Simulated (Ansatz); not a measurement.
Ideal-gas functions of C2HClF2O, SMILES `O=CC(F)(F)Cl` at 800 K and 1 bar, from an Ansatz frequency run at PBE0-D4/def2-TZVP.

Molar mass 114.48 g/mol, point group C1 (symmetry number 1), electronic degeneracy 1, moments of inertia 129.001, 208.531, 243.382 u Å². Harmonic wavenumbers (cm⁻¹, unscaled): 89, 249, 265, 347, 423, 458, 622, 788, 921, 1040, 1178, 1282, 1394, 1881, 2977.

Use S(trans) = R[1.5 ln M + 2.5 ln T − 1.1517]; rotational temperatures θ = 24.2544 K / I; S(rot) = R[ln(√π/σ · √(T³/θAθBθC)) + 1.5]; for each mode x = 1.438777 ν̃/T, S = R[x/(eˣ − 1) − ln(1 − e⁻ˣ)] and H = RT x/(eˣ − 1); 1 cm⁻¹ = 0.0119627 kJ/mol; R = 8.31446 J/(mol·K).

Q: By hand: the entropy, in J/(mol·K).

A: Translation 188.5. Rotation: θ = 0.188, 0.1163, 0.0997 K, giving 126.1. Vibration, mode by mode: 23.56, 15.06, 14.55, 12.37, 10.79, 10.16, 7.80, 6.08, 5.01, 4.22, 3.47, 3.00, 2.56, 1.28, 0.25, in all 120.1. Electronic 0.0. Sum 434.7 J/(mol·K).

Q: By hand: H − E and G − E in kJ/mol, counted from the electronic energy.

A: Zero-point energy ½ × 13914 × 0.0119627 = 83.2; thermal vibration 47.7; translation, rotation and pV give 4 RT = 26.6. H − E = 157.5 kJ/mol, and G − E = 157.5 − 800 × 434.7/1000 = -190.3 kJ/mol.

Vibration gives 28 % of the entropy, 23.6 J/(mol·K) of it from the mode under 150 cm⁻¹: soft modes count most, and the harmonic formula is weakest for them. The sum counts one conformer and one mirror image; others add a mixing term.
